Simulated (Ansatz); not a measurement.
**C₄H₄N₂: one species, many methods**

Aim: compute C₄H₄N₂ with functionals from several rungs and with coupled cluster, and see how far each lands from CCSD(T) at the basis-set limit for the atomisation energy.

Program: Ansatz 0.2.0, Gaussian basis. Level of theory: functionals in def2-TZVPP, the program's frozen cores in correlated methods. These are calculated values, not measurements.

The runs, in order: LDA (SPW92), PBE-D4, revPBE-D4, BLYP-D4, r2SCAN-D4, B97M-V, PBE0-D4, B3LYP-D4, r2SCANh-D4, r2SCAN0-D4, HSE06-D4, BHLYP-D4, CAM-B3LYP-D4, LC-ωPBE, ωB97X-V, ωB97M-V, B2PLYP, PBE-QIDH; CCSD(T)/def2-SVP; CCSD(T)/def2-TZVPP; MP2/def2-QZVPP; extrapolation to the limit; RPA on PBE.

## Step 1: The geometry

An earlier PBE0-D4 in a triple-zeta def2 set relaxation fixed the geometry.

10 atoms, charge 0, spin multiplicity 1.

Atoms are counted from 1 here; the program's logs count them from 0.

Bond lengths: C1–C2 1.471 Å, C1–H7 1.089 Å, C1–H8 1.092 Å, C1–H9 1.092 Å, C2–C3 1.332 Å, C2–N6 1.386 Å, C3–N4 1.276 Å, N4–C5 1.362 Å, C5–N6 1.353 Å, C5–H10 1.080 Å. Angles: C2–C1–H7 110.4°, C2–C1–H8 110.6°, C2–C1–H9 110.5°, H7–C1–H8 108.6°, H7–C1–H9 108.6°, H8–C1–H9 108.1°, C1–C2–C3 141.4°, C1–C2–N6 128.4°, C3–C2–N6 90.1°, C2–C3–N4 135.0°, C3–N4–C5 89.7°, N4–C5–N6 114.9°, N4–C5–H10 122.7°, N6–C5–H10 122.4°, C2–N6–C5 110.4°.

## Step 2: LDA

This LDA is Slater exchange with PW92 correlation.

The input, in.yaml:

```yaml
crystal:
  periodic: [false, false, false]
  atoms:
    - {symbol: C, position_ang: [-0.988102, -0.962342, 1.006535]}
    - {symbol: C, position_ang: [-0.054812, -0.251422, 0.119944]}
    - {symbol: C, position_ang: [1.041899, -0.447195, -0.610359]}
    - {symbol: N, position_ang: [1.770776, 0.287081, -1.356996]}
    - {symbol: C, position_ang: [0.959036, 1.348134, -1.092682]}
    - {symbol: N, position_ang: [-0.077159, 1.079637, -0.265700]}
    - {symbol: H, position_ang: [-0.693868, -2.006018, 1.110017]}
    - {symbol: H, position_ang: [-2.002598, -0.924856, 0.604413]}
    - {symbol: H, position_ang: [-0.999739, -0.503950, 1.997512]}
    - {symbol: H, position_ang: [1.127668, 2.329730, -1.509683]}
basis:
  gaussian: {orbitals: def2-TZVPP}
hamiltonian: {xc: lda}
output: {orbitals: {seedname: orbitals}}
```

Run with:

```bash
> ansatz run in.yaml --threads 4 --pin off --events-out ev --progress --plain --max-ram 10444MiB
```

The runs that follow: PBE-D4 (GGA); revPBE-D4 (GGA); BLYP-D4 (GGA); r2SCAN-D4 (meta-GGA); B97M-V (meta-GGA); B3LYP-D4 (hybrid); r2SCANh-D4 (hybrid); r2SCAN0-D4 (hybrid); HSE06-D4 (hybrid); BHLYP-D4 (hybrid); CAM-B3LYP-D4 (range-separated); LC-ωPBE (range-separated); ωB97X-V (range-separated); ωB97M-V (range-separated); B2PLYP (double hybrid); PBE-QIDH (double hybrid); CCSD(T) in def2-SVP; CCSD(T) in def2-TZVPP; MP2 in def2-QZVPP; RPA on PBE orbitals.

**Question.** What will the summary of the whole plan be? Wanted: atomisation energy, CCSD(T)/CBS; farthest beyond LDA; mean size of error, GGA; mean size of error, meta-GGA; mean size of error, hybrid; mean size of error, range-separated; mean size of error, double hybrid; gap, smallest and largest; T1 diagnostic.

The runs gave:

| quantity | value |
| --- | --- |
| atomisation energy, CCSD(T)/CBS | 1015.9 kcal/mol |
| functionals within 5.1 kcal/mol (0.5 %) | r2SCANh-D4, B2PLYP, PBE-QIDH |
| farthest beyond LDA | PBE-D4 (+67.9 kcal/mol) |
| mean size of error, GGA | 42.1 kcal/mol |
| mean size of error, meta-GGA | 12.5 kcal/mol |
| mean size of error, hybrid | 21.4 kcal/mol |
| mean size of error, range-separated | 9.9 kcal/mol |
| mean size of error, double hybrid | 2.2 kcal/mol |
| gap, smallest and largest | 1.59 eV (LDA (SPW92)), 8.81 eV (LC-ωPBE) |
| T1 diagnostic | 0.0239 |
| triples share of the correlation energy | 5.5 % |

In words: The LDA atomisation energy is off by 209.5 kcal/mol (21 %): it overbinds. PBE-D4 is off by +67.9 kcal/mol. Double hybrids carry the basis error of their MP2 part in triple zeta, and no dispersion term here, so their miss is partly the set-up's. Taken by rung, double hybrid functionals do best (2.2 kcal/mol on average) and GGA ones worst beyond LDA (42.1 kcal/mol). The reference freezes the cores and leaves out relativity and excitations past (T), so misses under about 5.1 kcal/mol can't be ranked. Hartree-Fock recovers 65 % of the binding; the rest is correlation. CCSD(T) in def2-SVP is off by -52.4 kcal/mol, so the small basis spoils what the method gains. Orbital gaps span 1.6 to 8.8 eV; exact exchange widens them. The T1 diagnostic, 0.024, is a little above the customary 0.02. The restricted reference is unstable towards a spin-broken one.
